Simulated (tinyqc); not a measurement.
Inside a calculation (part 2 of 2). Method: RKS/B3LYP (VWN-RPA form) in the sto-3g basis, for H2O, spin multiplicity 1. Computed by tinyqc, a small Python program that keeps every step (integrals from PySCF). Command: `OMP_NUM_THREADS=1 python tinyqc.py 20028 20029 out.jsonl` (the two numbers bound the seeds that draw the settings). One thread of a shared host (Intel(R) Xeon(R) Processor @ 2.60GHz), about 1 s of CPU time with the checks.

Geometry (angstrom):
```
atom         x          y         z
O     0.000000   0.000000  0.000000
H     0.000000   1.000000  0.936000
H     0.000000  -1.000000  0.936000
```

## Convergence

Stop when the energy changes by less than 1e-09 hartree and every element of the error matrix X^T (F D S - S D F) X is below 9e-06.

Course of the cycle:
```
iteration   E (hartree)     change  largest element of the error matrix
1          -28.87934110          -                             2.12e-01
2          -73.62954079  -4.48e+01                             3.82e-01
3          -73.74272342  -1.13e-01                             5.53e-01
4          -73.95953821  -2.17e-01                             4.78e-01
5          -73.83889638   1.21e-01                             5.72e-01
6          -73.97950566  -1.41e-01                             4.82e-01
7          -73.84307338   1.36e-01                             5.73e-01
8          -73.98041094  -1.37e-01                             4.83e-01
9          -73.84326549   1.37e-01                             5.73e-01
10         -73.98045267  -1.37e-01                             4.83e-01
11         -73.84327435   1.37e-01                             5.73e-01
12         -73.98045459  -1.37e-01                             4.83e-01
13         -73.84327475   1.37e-01                             5.73e-01
14         -73.98045468  -1.37e-01                             4.83e-01
...                 ...        ...                                  ...
59         -73.84327477   1.37e-01                             5.73e-01
60         -73.98045469  -1.37e-01                             4.83e-01
61         -73.84327477   1.37e-01                             5.73e-01
62         -73.98045469  -1.37e-01                             4.83e-01
63         -73.84327477   1.37e-01                             5.73e-01
64         -73.98045469  -1.37e-01                             4.83e-01
65         -73.84327477   1.37e-01                             5.73e-01
66         -73.98045469  -1.37e-01                             4.83e-01
67         -73.84327477   1.37e-01                             5.73e-01
68         -73.98045469  -1.37e-01                             4.83e-01
69         -73.84327477   1.37e-01                             5.73e-01
70         -73.98045469  -1.37e-01                             4.83e-01
71         -73.84327477   1.37e-01                             5.73e-01
72         -73.98045469  -1.37e-01                             4.83e-01
```

PySCF RKS in the same basis, fine grid = -75.21431360 hartree

Not converged within the cap of 72 iterations: the residual has stopped falling: the iteration swings between two states. Reruns (cap 100 unless said): DIIS 8: converged in 16; damping 0.5: converged in 37; level shift 0.5: converged in 19; atomic densities as start, DIIS 8: converged in 8; the original settings with a cap of 400: not converged.
